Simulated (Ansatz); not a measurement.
**Si₂H₃ (doublet): from Hartree-Fock to the top rungs at twist about Si1–Si2 = 150.0°, cc-pVDZ**

How much of the correlation energy of Si₂H₃ (doublet) does each wave-function method recover here?

Method: cc-pVDZ, core rule «outside noble gas», up to 10 orbitals frozen; program: Ansatz 0.2.0, Gaussian basis.

To be run: UHF; CCSD(T) on ROHF; CCSD(T) on UHF; BCCD(T) on ROHF; CISD; CCSDT(Q) on ROHF; CCSDT(Q) on UHF; CASSCF and MRCISD+Q, 3 electrons in 3 orbitals; CASSCF and NEVPT2, 3 electrons in 3 orbitals.

16 further runs of the same task are left out: 10 that didn't finish, 6 set aside as unsound or not needed.

**1. What is computed**

The geometry derives from a PBE0/def2-TZVP stationary point (not a proven minimum). One half is turned about the bond named; the halves are rigid.

5 atoms, charge 0, spin multiplicity 2.

Atoms are counted from 1 here; the program's logs count them from 0.

Bond lengths: Si1–Si2 2.282 Å, Si1–H3 1.492 Å, Si1–H4 1.491 Å, Si2–H5 1.528 Å. Angles: Si2–Si1–H3 129.4°, Si2–Si1–H4 123.7°, H3–Si1–H4 106.9°, Si1–Si2–H5 86.8°.

**2. UHF**

The input, in.yaml:

```yaml
crystal:
  periodic: [false, false, false]
  atoms:
    - {symbol: Si, position_ang: [-0.012986, 0.071936, 1.087609]}
    - {symbol: Si, position_ang: [-0.012986, -0.028479, -1.191823]}
    - {symbol: H, position_ang: [-0.012986, 1.265050, 1.983617]}
    - {symbol: H, position_ang: [-0.012986, -1.131620, 1.967599]}
    - {symbol: H, position_ang: [0.749658, -1.344334, -1.047376]}
basis:
  gaussian: {orbitals: cc-pVDZ}
magnetization: {spin_polarized: true, initial_magnetization: 1}
hamiltonian: {xc: hf}
output: {orbitals: {seedname: orbitals}}
```

The run is started by

```sh
$ ansatz run in.yaml --threads 1 --pin off --events-out ev --progress --plain --max-ram 2393MiB
```

The runs that follow: CCSD(T) on ROHF; CCSD(T) on UHF; BCCD(T) on ROHF; CISD; CCSDT(Q) on ROHF; CCSDT(Q) on UHF; CASSCF and MRCISD+Q, 3 electrons in 3 orbitals; CASSCF and NEVPT2, 3 electrons in 3 orbitals.

Q: Predict the results of all the runs planned. Wanted: UCCSDT(Q) below the RHF energy; RMP2 from UCCSDT(Q); UMP2 from UCCSDT(Q); RCCSD from UCCSDT(Q); RCCSD(T) from UCCSDT(Q); UCCSD(T) from UCCSDT(Q); RCCSDT(Q) from UCCSDT(Q); NEVPT2 pair from UCCSDT(Q); MRCISD+Q pair from UCCSDT(Q).

The runs gave:

| quantity | value |
| --- | --- |
| UCCSDT(Q) below the RHF energy | -6.2094 eV |
| RMP2 from UCCSDT(Q) | +137.3 kJ/mol |
| UMP2 from UCCSDT(Q) | +145.3 kJ/mol |
| RCCSD from UCCSDT(Q) | +24.7 kJ/mol |
| RCCSD(T) from UCCSDT(Q) | +5.6 kJ/mol |
| UCCSD(T) from UCCSDT(Q) | +5.9 kJ/mol |
| RCCSDT(Q) from UCCSDT(Q) | +0.1 kJ/mol |
| NEVPT2 pair from UCCSDT(Q) | +135.2 kJ/mol |
| MRCISD+Q pair from UCCSDT(Q) | +11.0 kJ/mol |
| levels within 1 kcal/mol (43 meV) | RCCSDT, UCCSDT, RCCSDT(Q) |
| T1 diagnostic | 0.035 |

In words: RCCSD(T) misses by +5.6 kJ/mol, 0.9 % of the correlation energy. Of the multireference levels listed MRCISD+Q pair comes nearest in total energy (+11.0 kJ/mol), which doesn't show that its space is the better one. These misses are within one basis, not against nature; the frozen cores of restricted and unrestricted runs differ, which can shift their rows.
